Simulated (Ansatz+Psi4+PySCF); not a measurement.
Values are calculated unless marked as measured or tabulated.
Input for Ansatz (development build ahead of 0.2.0):

```yaml
crystal:
  periodic: [false, false, false]
  atoms:
    - { symbol: "N", position_ang: [0.0, 0.0, 0.11649] }
    - { symbol: H, position_ang: [0.0, 1.4096, -0.46596] }
    - { symbol: H, position_ang: [0.81383, -0.46986, -0.27181] }
    - { symbol: H, position_ang: [-0.81383, -0.46986, -0.27181] }
basis:
  gaussian: { orbitals: cc-pVTZ }
hamiltonian:
  xc: hf
correlation:
  method: mp2
  frozen_orbitals: { H: 0, "N": 1 }
scf:
  omitted_lower_state_checks: [stability, starts, atomic_configurations, cluster_reference, orbital_swaps, given_window_search, neighbouring_geometries, increment]
```

The input is written out in the form of the current development build from the run's settings.

Output:

| Property | Result |
| --- | --- |
| Converged | yes |
| Reference energy | -56.11856 hartree |
| Correlation energy | -0.24580 hartree |
| Total energy | -56.36436 hartree |
| Spin squared of the determinant | 0.000 |
| Occupied orbitals by symmetry in an Abelian subgroup (alpha; beta) | 4 A' 1 A''; 4 A' 1 A'' |
